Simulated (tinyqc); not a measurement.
Worked calculation (part 2 of 2): UKS/LDA (PW92) in the sto-6g basis, for H2O+, spin multiplicity 2. Computed by tinyqc, a small Python program that keeps every step (integrals from PySCF). Command: `OMP_NUM_THREADS=1 python tinyqc.py 25923 25924 out.jsonl` (the two numbers bound the seeds that draw the settings). One thread of a shared host (Intel(R) Xeon(R) Processor @ 2.60GHz), about 4 s of CPU time with the checks.

Geometry (angstrom):

| atom | x | y | z |
|---|---|---|---|
| O | 0.000000 | 0.000000 | 0.000000 |
| H | 0.000000 | 0.891000 | 0.819000 |
| H | 0.000000 | -0.891000 | 0.819000 |

## Iteration 2: exchange-correlation on the grid

D(alpha) after iteration 1, lower triangle:
```
            1O 1s      1O 2s     1O 2px     1O 2py    1O 2pz      2H 1s     3H 1s
1O 1s    1.056666
1O 2s   -0.245749   1.067336
1O 2px   0.001914  -0.013707   0.999251
1O 2py  -0.000265   0.002580   0.001572   0.872969
1O 2pz   0.007104  -0.051031  -0.011327   0.011909  0.921937
2H 1s    0.000701  -0.005727   0.018511   0.108441  0.068252   0.018678
3H 1s    0.002379  -0.015540   0.022578  -0.122630  0.091600  -0.007999  0.027327
```

D(beta) after iteration 1, lower triangle:
```
            1O 1s      1O 2s     1O 2px     1O 2py    1O 2pz      2H 1s     3H 1s
1O 1s    1.056135
1O 2s   -0.243650   1.058861
1O 2px   0.027016  -0.119320   0.027147
1O 2py   0.000225   0.003720  -0.078760   0.888047
1O 2pz   0.007298  -0.048631  -0.075376   0.016552  0.930671
2H 1s    0.002799  -0.013734  -0.009188   0.077936  0.047180   0.009216
3H 1s    0.002575  -0.015925   0.004757  -0.118063  0.085594  -0.005926  0.024092
```

Becke grid with 15 radial and 50 angular points per atom, points of zero weight dropped. rho = sum D_ij phi_i phi_j; V_xc,ij = sum w v_xc phi_i phi_j; v_xc is d(rho eps)/d rho(s) for spin s.

The 16 grid points with the largest w rho, of 2236 (bohr, atomic units):

| x | y | z | w | rho(alpha) | rho(beta) | eps_xc | v_xc(alpha) |
|---|---|---|---|---|---|---|---|
| 0.000000 | -0.636396 | -0.636396 | 0.082939 | 0.334926 | 0.338258 | -0.715251 | -0.937915 |
| 0.000000 | 0.636396 | -0.636396 | 0.082939 | 0.329812 | 0.330371 | -0.710897 | -0.933156 |
| 0.000000 | -0.929964 | -0.929964 | 0.231816 | 0.111083 | 0.112189 | -0.507316 | -0.663532 |
| 0.000000 | 0.636396 | 0.636396 | 0.077735 | 0.332413 | 0.330713 | -0.711888 | -0.935287 |
| 0.000000 | -0.636396 | 0.636396 | 0.077735 | 0.328245 | 0.328606 | -0.709772 | -0.931739 |
| 0.000000 | 0.929964 | -0.929964 | 0.231816 | 0.109453 | 0.109567 | -0.504304 | -0.660266 |
| 0.271360 | -0.271360 | -0.814081 | 0.074122 | 0.342725 | 0.324850 | -0.713465 | -0.943062 |
| -0.636396 | 0.636396 | 0.000000 | 0.082655 | 0.337764 | 0.256080 | -0.689927 | -0.933277 |
| -0.636396 | 0.000000 | 0.636396 | 0.082692 | 0.339307 | 0.253478 | -0.689780 | -0.934292 |
| -0.271360 | 0.271360 | -0.814081 | 0.074122 | 0.338574 | 0.320673 | -0.710670 | -0.939420 |
| -0.271360 | -0.271360 | -0.814081 | 0.074122 | 0.341583 | 0.317454 | -0.710672 | -0.941557 |
| 0.271360 | 0.271360 | -0.814081 | 0.074122 | 0.339992 | 0.313154 | -0.708719 | -0.939939 |
| -0.271360 | 0.271360 | 0.814081 | 0.072605 | 0.332152 | 0.331771 | -0.712154 | -0.935162 |
| -0.519615 | 0.519615 | 0.519615 | 0.075871 | 0.337532 | 0.297649 | -0.702829 | -0.936684 |
| -0.271360 | 0.814081 | -0.271360 | 0.073937 | 0.326724 | 0.322758 | -0.707275 | -0.930021 |
| -0.636396 | 0.000000 | -0.636396 | 0.082946 | 0.346459 | 0.227011 | -0.685244 | -0.937645 |

electrons on the grid, sum of w rho = 8.996667

E_xc = sum of w rho eps_xc = -8.66167086 hartree

V_xc(alpha) (hartree), lower triangle:
```
            1O 1s      1O 2s     1O 2px     1O 2py     1O 2pz      2H 1s      3H 1s
1O 1s   -2.934425
1O 2s   -0.382892  -0.822051
1O 2px   0.000360   0.002519  -0.818606
1O 2py  -0.000007   0.000405   0.000626  -0.822849
1O 2pz   0.000477  -0.000238   0.001188  -0.000426  -0.824756
2H 1s   -0.055719  -0.192588   0.000627  -0.110747  -0.102518  -0.291226
3H 1s   -0.055715  -0.193689   0.000439   0.112216  -0.103612  -0.061782  -0.304925
```

V_xc(beta) (hartree), lower triangle:
```
            1O 1s      1O 2s     1O 2px     1O 2py     1O 2pz      2H 1s      3H 1s
1O 1s   -2.917362
1O 2s   -0.370657  -0.762912
1O 2px   0.002790   0.019213  -0.708421
1O 2py   0.000084   0.001554   0.007059  -0.789276
1O 2pz   0.000602   0.001087   0.006785  -0.000231  -0.791119
2H 1s   -0.054258  -0.180881   0.004753  -0.105986  -0.098103  -0.276298
3H 1s   -0.054260  -0.183037   0.003304   0.109027  -0.100156  -0.058967  -0.298560
```

## Iteration 2: building the Kohn-Sham matrix

core Hamiltonian H = T + V (hartree), lower triangle:
```
             1O 1s      1O 2s     1O 2px     1O 2py     1O 2pz      2H 1s      3H 1s
1O 1s   -32.805629
1O 2s    -7.249444  -9.029844
1O 2px    0.000000   0.000000  -7.293759
1O 2py    0.000000   0.000000   0.000000  -7.370179
1O 2pz   -0.013906  -0.163143   0.000000   0.000000  -7.358328
2H 1s    -0.976569  -2.383490   0.000000  -1.329037  -1.263503  -4.219484
3H 1s    -0.976569  -2.383490   0.000000   1.329037  -1.263503  -0.917903  -4.219484
```

nuclear repulsion = 7.29304668 hartree

Given earlier and not repeated: Two-electron integrals (ij|kl) in chemists' order.

J_ij = sum D_kl (ij|kl) with D = D(alpha) + D(beta); F = H + J + V_xc; E = tr D H + tr D J / 2 + E_xc + E_nn.

Coulomb J (hartree), lower triangle:
```
            1O 1s      1O 2s     1O 2px     1O 2py    1O 2pz     2H 1s     3H 1s
1O 1s   17.222034
1O 2s    3.043119   7.838307
1O 2px  -0.008473  -0.043192   7.780247
1O 2py  -0.000628  -0.005990  -0.007519   7.865203
1O 2pz  -0.001184   0.007368  -0.007871   0.000397  7.869469
2H 1s    0.418703   1.994026  -0.010191   1.194874  1.102730  3.835695
3H 1s    0.418739   1.997848  -0.008468  -1.200940  1.105598  0.757514  3.859059
```

F(alpha) (hartree), lower triangle:
```
             1O 1s      1O 2s     1O 2px     1O 2py     1O 2pz      2H 1s      3H 1s
1O 1s   -18.518020
1O 2s    -4.589217  -2.013588
1O 2px   -0.008114  -0.040673  -0.332117
1O 2py   -0.000635  -0.005584  -0.006893  -0.327826
1O 2pz   -0.014613  -0.156014  -0.006683  -0.000029  -0.313615
2H 1s    -0.613586  -0.582052  -0.009564  -0.244909  -0.263290  -0.675015
3H 1s    -0.613545  -0.579330  -0.008028   0.240312  -0.261517  -0.222171  -0.665350
```

F(beta) (hartree), lower triangle:
```
             1O 1s      1O 2s     1O 2px     1O 2py     1O 2pz      2H 1s      3H 1s
1O 1s   -18.500957
1O 2s    -4.576982  -1.954450
1O 2px   -0.005683  -0.023979  -0.221933
1O 2py   -0.000545  -0.004436  -0.000459  -0.294253
1O 2pz   -0.014488  -0.154688  -0.001085   0.000166  -0.279978
2H 1s    -0.612125  -0.570344  -0.005438  -0.240149  -0.258875  -0.660087
3H 1s    -0.612091  -0.568679  -0.005164   0.237123  -0.258061  -0.219355  -0.658984
```

total energy of this density = -74.67733156 hartree

## Iteration 2: diagonalisation and new density

X, lower triangle:
```
            1O 1s      1O 2s    1O 2px     1O 2py     1O 2pz      2H 1s     3H 1s
1O 1s    1.021993
1O 2s   -0.129060   1.112422
1O 2px   0.000000   0.000000  1.000000
1O 2py   0.000000   0.000000  0.000000   1.045987
1O 2pz  -0.005669   0.055110  0.000000   0.000000   1.033171
2H 1s    0.015064  -0.178267  0.000000  -0.135941  -0.107697   1.091147
3H 1s    0.015064  -0.178267  0.000000   0.135941  -0.107697  -0.059428  1.091147
```

Diagonalise F' = X^T F X, C = X C', fill 5 alpha and 4 beta electrons from the bottom; D(s) = C_occ C_occ^T. Each column has its largest component positive (the first on a tie).

F' = X^T F X (alpha) (hartree), lower triangle:
```
            1          2          3          4          5          6          7
1  -18.198080
2   -2.377315  -1.144603
3   -0.003270  -0.041431  -0.332117
4   -0.000021  -0.005367  -0.007001  -0.237239
5   -0.020494  -0.073336  -0.007205   0.000296  -0.247826
6   -0.065475  -0.204637  -0.001174  -0.185117  -0.159704  -0.506502
7   -0.065674  -0.204473  -0.001281   0.183397  -0.158578  -0.048502  -0.497335
```

orbital energies (alpha) (hartree): MO1 -18.524301, MO2 -1.034114, MO3 -0.627422, MO4 -0.467364, MO5 -0.328113, MO6 -0.119335, MO7 -0.063055

coefficients C (alpha):
```
              MO1        MO2        MO3        MO4        MO5        MO6        MO7
1O 1s    0.995156  -0.206050   0.003983  -0.160461   0.030749  -0.045882   0.002182
1O 2s    0.021287   0.763326  -0.016573   0.787609  -0.136596   0.313411  -0.011198
1O 2px   0.000488   0.049821   0.010816   0.141921   0.987186  -0.047940  -0.020582
1O 2py   0.000044   0.008177   0.420953   0.013449   0.013858   0.009468   0.976380
1O 2pz   0.002548   0.197376  -0.002893  -0.357889   0.087946   0.958583  -0.006020
2H 1s   -0.004117   0.245724   0.602702  -0.528358   0.021384  -0.493811  -0.555970
3H 1s   -0.004098   0.233409  -0.599248  -0.521399   0.057973  -0.488570   0.573327
```

F' = X^T F X (beta) (hartree), lower triangle:
```
            1          2          3          4          5          6          7
1  -18.182493
2   -2.373669  -1.082419
3   -0.002867  -0.024111  -0.221933
4   -0.000055  -0.004283  -0.000443  -0.202478
5   -0.020466  -0.070270  -0.001269   0.000378  -0.213300
6   -0.065914  -0.205350  -0.001259  -0.186133  -0.160354  -0.492873
7   -0.066116  -0.204572  -0.001068   0.184518  -0.159349  -0.048582  -0.492880
```

orbital energies (beta) (hartree): MO1 -18.506888, MO2 -0.990538, MO3 -0.612011, MO4 -0.433543, MO5 -0.220707, MO6 -0.089962, MO7 -0.034726

coefficients C (beta):
```
              MO1        MO2        MO3        MO4        MO5        MO6        MO7
1O 1s    0.995304  -0.198608  -0.000196  -0.171010   0.014162  -0.045733   0.000752
1O 2s    0.020660   0.727719  -0.000657   0.830977  -0.062353   0.310349  -0.001974
1O 2px   0.000334   0.025203  -0.000787   0.061624   0.997498  -0.023720  -0.001194
1O 2py   0.000037   0.005763  -0.401853   0.001720   0.000309  -0.012648   0.984564
1O 2pz   0.002484   0.198514   0.002925  -0.342711   0.039169   0.967021   0.013040
2H 1s   -0.003989   0.269533  -0.606388  -0.529080   0.013454  -0.474233  -0.557534
3H 1s   -0.003974   0.264540   0.617556  -0.516139   0.014759  -0.487290   0.548431
```

D(alpha) after iteration 2, lower triangle:
```
            1O 1s      1O 2s     1O 2px     1O 2py    1O 2pz      2H 1s     3H 1s
1O 1s    1.059502
1O 2s   -0.266747   1.222382
1O 2px  -0.002155   0.014795   0.997278
1O 2py  -0.001696   0.007966   0.020550   0.177641
1O 2pz   0.021987  -0.143125   0.045831  -0.003198  0.174791
2H 1s    0.033111  -0.241569  -0.035116   0.248909  0.237719   0.703266
3H 1s    0.030888  -0.230566  -0.011622  -0.256556  0.239494  -0.027072  0.688813
```

D(beta) after iteration 2, lower triangle:
```
            1O 1s      1O 2s     1O 2px     1O 2py    1O 2pz      2H 1s     3H 1s
1O 1s    1.059320
1O 2s   -0.266073   1.220525
1O 2px  -0.015211   0.069556   0.004433
1O 2py  -0.001323   0.005888   0.000568   0.161522
1O 2pz   0.021653  -0.140273  -0.016117  -0.000621  0.156874
2H 1s    0.033095  -0.243193  -0.025335   0.244322  0.233044   0.720296
3H 1s    0.031648  -0.236877  -0.025626  -0.247530  0.231198  -0.030082  0.717771
```

## Convergence

Stop when the energy changes by less than 1e-09 hartree and every element of the error matrix X^T (F D S - S D F) X (for each spin) is below 9e-06.

Course of the cycle:

| iteration | E (hartree) | change | largest element of the error matrix |
|---|---|---|---|
| 1 | -60.16948320 | - | 9.29e+00 |
| 2 | -74.67733156 | -1.45e+01 | 2.03e-01 |
| 3 | -74.12610910 | 5.51e-01 | 3.87e-01 |
| 4 | -74.51305650 | -3.87e-01 | 2.16e-01 |
| 5 | -73.96659696 | 5.46e-01 | 4.07e-01 |
| 6 | -74.48360036 | -5.17e-01 | 2.16e-01 |
| 7 | -73.95364838 | 5.30e-01 | 4.08e-01 |
| 8 | -74.48142550 | -5.28e-01 | 2.16e-01 |
| 9 | -73.95282956 | 5.29e-01 | 4.08e-01 |
| 10 | -74.48128965 | -5.28e-01 | 2.16e-01 |
| 11 | -73.95277969 | 5.29e-01 | 4.08e-01 |
| 12 | -74.48128151 | -5.29e-01 | 2.16e-01 |
| 13 | -73.95277680 | 5.29e-01 | 4.08e-01 |
| 14 | -74.48128105 | -5.29e-01 | 2.16e-01 |
| ... | ... | ... | ... |
| 52 | -74.48128103 | -5.29e-01 | 2.16e-01 |
| 53 | -73.95277664 | 5.29e-01 | 4.08e-01 |
| 54 | -74.48128103 | -5.29e-01 | 2.16e-01 |
| 55 | -73.95277664 | 5.29e-01 | 4.08e-01 |
| 56 | -74.48128103 | -5.29e-01 | 2.16e-01 |
| 57 | -73.95277664 | 5.29e-01 | 4.08e-01 |
| 58 | -74.48128103 | -5.29e-01 | 2.16e-01 |
| 59 | -73.95277664 | 5.29e-01 | 4.08e-01 |
| 60 | -74.48128103 | -5.29e-01 | 2.16e-01 |
| 61 | -73.95277664 | 5.29e-01 | 4.08e-01 |
| 62 | -74.48128103 | -5.29e-01 | 2.16e-01 |
| 63 | -73.95277664 | 5.29e-01 | 4.08e-01 |
| 64 | -74.48128103 | -5.29e-01 | 2.16e-01 |
| 65 | -73.95277664 | 5.29e-01 | 4.08e-01 |

PySCF UKS in the same basis, fine grid, after a stability check = -75.08823939 hartree

Not converged within the cap of 65 iterations: the residual has stopped falling: the iteration swings between two states. Reruns (cap 100 unless said): DIIS 8: converged in 10; damping 0.5: converged in 35; level shift 0.5: converged in 50; atomic densities as start, DIIS 8: converged in 9; the original settings with a cap of 400: not converged.
